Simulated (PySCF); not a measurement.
# CH₂O₂S, a complex of two parts: interaction energy

Aim: the interaction energy of `O=C=O` with `S`.

Programs: PySCF 2.14.0. All values are calculated, for the isolated system unless a continuum is named. Atoms count from 0, parts from 1.

## 1. Starting point

6 atoms, charge 0, multiplicity 1; geometry: GFN2-xTB. Parts: 1 = atoms 0–2, `O=C=O`, charge 0; 2 = atoms 3–5, `S`, charge 0.

## 2. Relaxing the molecule at PBE0-D3(BJ)/def2-SVPD

The job: settings as JSON, then the geometry in Å.

```
{"job": {"xc": "PBE0", "basis": "def2-SVPD", "d3": "d3bj", "grid": 2, "kind": "geom", "shake": 0.01}, "charge": 0, "multiplicity": 1, "parts": [{"atoms": "0-2", "charge": 0, "multiplicity": 1}, {"atoms": "3-5", "charge": 0, "multiplicity": 1}]}
O     -1.025453     0.353193    -0.003015
C      0.078941     0.231966    -0.115024
O      1.193552     0.099665    -0.237741
S     -0.507842    -2.307860     2.053125
H     -0.671515    -3.615956     1.806876
H     -1.858995    -2.121804     2.067109
```

Command:

```bash
OMP_NUM_THREADS=1 python cluster_run.py task.json out
```

The driver reads the jobs from task.json and runs them one after another.

The log of the run:

```text
step   0  E = -587.38299512  max force = 0.110933
step   1  E = -587.39002315  max force = 0.005805
step   2  E = -587.39008550  max force = 0.001812
step   3  E = -587.39011128  max force = 0.000886
step   4  E = -587.39016535  max force = 0.004704
step   5  E = -587.39019784  max force = 0.004729
step   6  E = -587.39024416  max force = 0.001840
step   7  E = -587.39029052  max force = 0.002492
step   8  E = -587.39034167  max force = 0.005116
step   9  E = -587.39038436  max force = 0.004351
step  10  E = -587.39041574  max force = 0.001177
step  11  E = -587.39042579  max force = 0.000847
step  12  E = -587.39043084  max force = 0.001318
step  13  E = -587.39043411  max force = 0.000868
step  14  E = -587.39043550  max force = 0.000155
optimisation converged
```

Run time: 46 s. Hardware: 1 thread of Intel Xeon Platinum 8488C, shared host; peak memory 0.48 GiB.

The steps of the relaxation:

```
step  energy from step 0 (eV)  largest force component (eV/Å)
   0                   0.0000                          5.7044
   1                  -0.1912                          0.2985
   2                  -0.1929                          0.0932
   3                  -0.1936                          0.0456
   4                  -0.1951                          0.2419
   5                  -0.1960                          0.2432
   6                  -0.1973                          0.0946
   7                  -0.1985                          0.1281
   8                  -0.1999                          0.2631
   9                  -0.2011                          0.2237
  10                  -0.2019                          0.0605
  11                  -0.2022                          0.0436
  12                  -0.2023                          0.0678
  13                  -0.2024                          0.0446
  14                  -0.2025                          0.0080
```

Close pairs (by a distance rule), those that changed most:

```
 bond  before (Å)  after (Å)  change (Å)
O0–C1       1.117      1.160      +0.043
C1–O2       1.129      1.159      +0.030
S3–H5       1.364      1.350      -0.014
S3–H4       1.341      1.350      +0.009
```

The next job starts from the end point, and lists it.

```
                         at the end point                 value
  point group (found at 0.08 Å tolerance)                    C1
rotational constants (GHz, main isotopes)  10.861, 2.225, 1.869
                        dipole moment (D)                  1.11
```

Contacts at the end point (a selection, picked against the atoms' radii; other short pairs can be missing):

```
  atoms  distance (Å)  kind (by distance and angle)  angle (°)
C1···S3          3.42  inside the van der Waals sum          –
```

Against the parts relaxed at this level the binding energy is -2.17 kcal/mol, without counterpoise.

## 3. Coupled-cluster interaction energy: CCSD(T) and MP2

The job: settings as JSON, then the geometry in Å.

```
{"job": {"kind": "intercc", "basis": "aug-cc-pVDZ", "basis_large": "aug-cc-pVTZ"}, "charge": 0, "multiplicity": 1, "parts": [{"atoms": "0-2", "charge": 0, "multiplicity": 1}, {"atoms": "3-5", "charge": 0, "multiplicity": 1}]}
O     -1.225911     0.316325    -0.154307
C     -0.146016    -0.067157    -0.334931
O      0.933517    -0.437925    -0.538817
S     -0.413819    -1.978849     2.483919
H     -0.185514    -3.134399     1.824150
H     -1.747730    -2.060423     2.292603
```

Level: CCSD(T)/aug-cc-pVDZ and MP2/aug-cc-pVTZ counterpoise interaction energy, frozen core, gas phase.

The log of the run:

```text
part 1, own basis, geometry of the cluster
final grid: 33624 points
cycle   1  E = -187.5932426083  dE =  6.660e-01  |g| = 7.756e-01  |ddm| = 3.175e+00
cycle   2  E = -187.6595811557  dE = -6.634e-02  |g| = 5.523e-01  |ddm| = 1.331e+00
cycle   3  E = -187.7088510328  dE = -4.927e-02  |g| = 4.534e-02  |ddm| = 5.714e-01
cycle   4  E = -187.7093224186  dE = -4.714e-04  |g| = 1.186e-02  |ddm| = 6.231e-02
cycle   5  E = -187.7093786962  dE = -5.628e-05  |g| = 2.528e-03  |ddm| = 2.266e-02
cycle   6  E = -187.7093821936  dE = -3.497e-06  |g| = 5.877e-04  |ddm| = 6.252e-03
cycle   7  E = -187.7093823133  dE = -1.197e-07  |g| = 1.874e-04  |ddm| = 1.343e-03
cycle   8  E = -187.7093823198  dE = -6.484e-09  |g| = 8.062e-05  |ddm| = 2.792e-04
cycle   9  E = -187.7093823211  dE = -1.326e-09  |g| = 7.368e-06  |ddm| = 1.132e-04
cycle  10  E = -187.7093823211  dE = -2.063e-11  |g| = 5.394e-07  |ddm| = 1.816e-05
converged SCF energy = -187.7093823211

part 2, own basis, geometry of the cluster
final grid: 22496 points
cycle   1  E = -398.6948290294  dE = -1.680e-01  |g| = 1.983e-01  |ddm| = 2.481e+00
cycle   2  E = -398.7114890813  dE = -1.666e-02  |g| = 6.757e-02  |ddm| = 4.153e-01
cycle   3  E = -398.7131820538  dE = -1.693e-03  |g| = 2.026e-02  |ddm| = 9.815e-02
cycle   4  E = -398.7134964299  dE = -3.144e-04  |g| = 5.364e-03  |ddm| = 3.839e-02
cycle   5  E = -398.7135190112  dE = -2.258e-05  |g| = 1.146e-03  |ddm| = 1.165e-02
cycle   6  E = -398.7135200823  dE = -1.071e-06  |g| = 2.728e-04  |ddm| = 3.029e-03
cycle   7  E = -398.7135201474  dE = -6.508e-08  |g| = 4.261e-05  |ddm| = 1.066e-03
cycle   8  E = -398.7135201491  dE = -1.629e-09  |g| = 9.892e-06  |ddm| = 1.237e-04
cycle   9  E = -398.7135201491  dE = -9.265e-11  |g| = 1.335e-06  |ddm| = 3.294e-05
converged SCF energy = -398.7135201491

part 1, own basis, relaxed alone
final grid: 33624 points
cycle   1  E = -187.5933613076  dE =  6.663e-01  |g| = 7.755e-01  |ddm| = 3.176e+00
cycle   2  E = -187.6596951949  dE = -6.633e-02  |g| = 5.521e-01  |ddm| = 1.331e+00
cycle   3  E = -187.7089236980  dE = -4.923e-02  |g| = 4.533e-02  |ddm| = 5.712e-01
cycle   4  E = -187.7093948800  dE = -4.712e-04  |g| = 1.186e-02  |ddm| = 6.229e-02
cycle   5  E = -187.7094511116  dE = -5.623e-05  |g| = 2.526e-03  |ddm| = 2.265e-02
cycle   6  E = -187.7094546060  dE = -3.494e-06  |g| = 5.743e-04  |ddm| = 6.249e-03
cycle   7  E = -187.7094547264  dE = -1.204e-07  |g| = 1.166e-04  |ddm| = 1.342e-03
cycle   8  E = -187.7094547303  dE = -3.933e-09  |g| = 1.344e-05  |ddm| = 2.533e-04
cycle   9  E = -187.7094547304  dE = -7.202e-11  |g| = 1.571e-06  |ddm| = 3.499e-05
converged SCF energy = -187.7094547304

part 2, own basis, relaxed alone
final grid: 22496 points
cycle   1  E = -398.6948227641  dE = -1.678e-01  |g| = 1.982e-01  |ddm| = 2.482e+00
cycle   2  E = -398.7114743033  dE = -1.665e-02  |g| = 6.764e-02  |ddm| = 4.153e-01
cycle   3  E = -398.7131690659  dE = -1.695e-03  |g| = 2.026e-02  |ddm| = 9.825e-02
cycle   4  E = -398.7134838627  dE = -3.148e-04  |g| = 5.369e-03  |ddm| = 3.845e-02
cycle   5  E = -398.7135064996  dE = -2.264e-05  |g| = 1.148e-03  |ddm| = 1.168e-02
cycle   6  E = -398.7135075742  dE = -1.075e-06  |g| = 2.728e-04  |ddm| = 3.039e-03
cycle   7  E = -398.7135076392  dE = -6.502e-08  |g| = 4.251e-05  |ddm| = 1.067e-03
cycle   8  E = -398.7135076408  dE = -1.616e-09  |g| = 9.882e-06  |ddm| = 1.233e-04
cycle   9  E = -398.7135076409  dE = -9.584e-11  |g| = 1.339e-06  |ddm| = 3.291e-05
converged SCF energy = -398.7135076409

cluster
final grid: 6128 points
cycle   1  E = -586.4230105564  dE = -6.682e-04  |g| = 8.752e-03  |ddm| = 1.913e-01
cycle   2  E = -586.4230514728  dE = -4.092e-05  |g| = 2.912e-03  |ddm| = 3.333e-02
cycle   3  E = -586.4230562355  dE = -4.763e-06  |g| = 1.700e-03  |ddm| = 8.700e-03
cycle   4  E = -586.4230572176  dE = -9.821e-07  |g| = 4.691e-04  |ddm| = 3.445e-03
cycle   5  E = -586.4230573403  dE = -1.227e-07  |g| = 1.580e-04  |ddm| = 1.061e-03
cycle   6  E = -586.4230573556  dE = -1.527e-08  |g| = 8.134e-05  |ddm| = 3.822e-04
cycle   7  E = -586.4230573580  dE = -2.481e-09  |g| = 1.893e-05  |ddm| = 1.450e-04
cycle   8  E = -586.4230573583  dE = -2.972e-10  |g| = 4.753e-06  |ddm| = 6.307e-05
converged SCF energy = -586.4230573583

part 1 in the basis of the cluster
final grid: 6128 points
cycle   1  E = -187.7094194056  dE = -3.680e-05  |g| = 1.103e-03  |ddm| = 1.086e-01
cycle   2  E = -187.7094199168  dE = -5.111e-07  |g| = 1.536e-04  |ddm| = 1.075e-02
cycle   3  E = -187.7094199287  dE = -1.198e-08  |g| = 1.162e-05  |ddm| = 1.541e-03
cycle   4  E = -187.7094199288  dE = -7.577e-11  |g| = 2.420e-06  |ddm| = 6.558e-05
converged SCF energy = -187.7094199288

part 2 in the basis of the cluster
final grid: 6128 points
cycle   1  E = -398.7135715237  dE = -5.132e-05  |g| = 1.521e-03  |ddm| = 1.148e-01
cycle   2  E = -398.7135725840  dE = -1.060e-06  |g| = 2.572e-04  |ddm| = 1.538e-02
cycle   3  E = -398.7135726238  dE = -3.983e-08  |g| = 2.542e-05  |ddm| = 2.975e-03
cycle   4  E = -398.7135726243  dE = -5.236e-10  |g| = 5.064e-06  |ddm| = 2.226e-04
converged SCF energy = -398.7135726243

Interaction energy (kcal/mol)
  counterpoise       -1.618
  uncorrected        -1.894
  dispersion part     0.000
  deformation         0.030
  binding            -1.588

Decomposition of the uncorrected value (kcal/mol)
  electrostatic      -2.877
  Pauli               3.228
  orbital            -0.449
  dispersion          0.000
  correlation        -1.797

Charge of each part in the cluster: -0.000 0.000
part 1 in the basis of the cluster: E(HF) = -187.662937817  E2 = -0.505485243  E(CCSD corr) = -0.501322994  (T) = -0.020955171
part 2 in the basis of the cluster: E(HF) = -398.698215087  E2 = -0.155633262  E(CCSD corr) = -0.178349588  (T) = -0.004929286
cluster: E(HF) = -586.361323552  E2 = -0.663124829  E(CCSD corr) = -0.681223980  (T) = -0.026203073

Counterpoise interaction energy (kcal/mol)
  hf_small                  -0.107
  mp2_small                 -1.366
  ccsd_small                -1.081
  ccsdt_small               -1.280
  hf_large                  -0.041
  mp2_large                 -1.618
  scs_mp2_large             -1.190
  mp2_limit                 -1.752
  ccsdt_less_mp2             0.086
  ccsdt_limit_estimate      -1.667
  bsse_mp2_large             0.276
```

Run time: 89 s. Hardware: 1 thread of Intel Xeon Platinum 8488C, shared host; peak memory 1.1 GiB.

Contacts at this geometry (a selection, picked against the atoms' radii; other short pairs can be missing):

```
  atoms  distance (Å)  kind (by distance and angle)  angle (°)
C1···S3          3.42  inside the van der Waals sum          –
```

Differences are taken before rounding.

```
                 method  interaction energy (kcal/mol)  from CCSD(T), limit estimate (kcal/mol)
         HF/aug-cc-pVDZ                          -0.11                                    +1.56
        MP2/aug-cc-pVDZ                          -1.37                                    +0.30
       CCSD/aug-cc-pVDZ                          -1.08                                    +0.59
    CCSD(T)/aug-cc-pVDZ                          -1.28                                    +0.39
         HF/aug-cc-pVTZ                          -0.04                                    +1.63
        MP2/aug-cc-pVTZ                          -1.62                                    +0.05
    SCS-MP2/aug-cc-pVTZ                          -1.19                                    +0.48
      MP2, extrapolated                          -1.75                                    -0.09
CCSD(T), limit estimate                          -1.67                                        0
```

## 4. Outcome

```
                                  quantity                  value
                               point group                     C1
      rotational constants (main isotopes)  10.86, 2.23, 1.87 GHz
interaction energy, CCSD(T) limit estimate         -1.67 kcal/mol
                           MP2/aug-cc-pVTZ         -1.62 kcal/mol
                             T1 diagnostic                 0.0162
```

The optimisation took 14 steps and gained 0.202 eV; among the close pairs (by a distance rule), O0–C1 changed most, from 1.117 to 1.160 Å. No frequency check was run at this level, so the end point may be a saddle. The estimate adds CCSD(T) less MP2 in the small basis (+0.09 kcal/mol) to extrapolated MP2. Hartree-Fock gives -0.04 against -1.67 kcal/mol, so correlation carries most of the binding.
